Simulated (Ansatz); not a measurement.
**Worked example: AlCCl, quintet against AlCCl, triplet**

Geometry (PBE0/def2-TZVP stationary point of a triplet), kept for both states (AlCCl, triplet: Σ⁻; AlCCl, quintet: Π):

| atom | x (Å) | y (Å) | z (Å) |
| --- | --- | --- | --- |
| Al | 0.0000 | 0.0000 | 1.8452 |
| C | 0.0000 | 0.0000 | -0.0999 |
| Cl | 0.0000 | 0.0000 | -1.7453 |

Basis cc-pVDZ; Ansatz 0.2.0. Correlated methods freeze the noble-gas cores. Prefix R: restricted or restricted open-shell reference; prefix U: unrestricted.

Full CI isn't at hand for all of this; UCCSDT(Q) serves as the reference, and is uncertain by about the last step of the cluster series.

| level | E(AlCCl, triplet) (hartree) | E(AlCCl, quintet) (hartree) |
| --- | --- | --- |
| UHF | -739.198428 | -739.123797 |
| UMP2 | -739.461874 | -739.363074 |
| UCCSD(T) | -739.509618 | -739.401950 |
| PBE | -740.242748 | -740.134373 |
| B3LYP | -740.648411 | -740.533796 |
| UCCSDT(Q) | -739.511862 | -739.403841 |

Question: Give the vertical gap, AlCCl quintet less AlCCl triplet, at each level in eV (1 hartree = 27.2114 eV), and each error against UCCSDT(Q).

Answer: UCCSDT(Q): (-739.403841 − (-739.511862)) × 27.2114 = 2.939 eV (the reference)
B3LYP: (-740.533796 − (-740.648411)) × 27.2114 = 3.119 eV, error 0.180 eV
PBE: (-740.134373 − (-740.242748)) × 27.2114 = 2.949 eV, error 0.010 eV
UCCSD(T): (-739.401950 − (-739.509618)) × 27.2114 = 2.930 eV, error -0.009 eV
UMP2: (-739.363074 − (-739.461874)) × 27.2114 = 2.688 eV, error -0.251 eV
UHF: (-739.123797 − (-739.198428)) × 27.2114 = 2.031 eV, error -0.908 eV

Total energies of functionals can't be set beside those of wave-function methods, since they hold the core's correlation and their own absolute errors; only the differences compare.

In so small a basis the reference is far from its limit while semilocal and hybrid functionals are nearer theirs, so the functionals' errors here hold much of the reference's basis and frozen-core error, which can add to them or hide them.

Each level lands on the state that its own search finds. T1 diagnostics of restricted CCSD: 0.029 and 0.029.
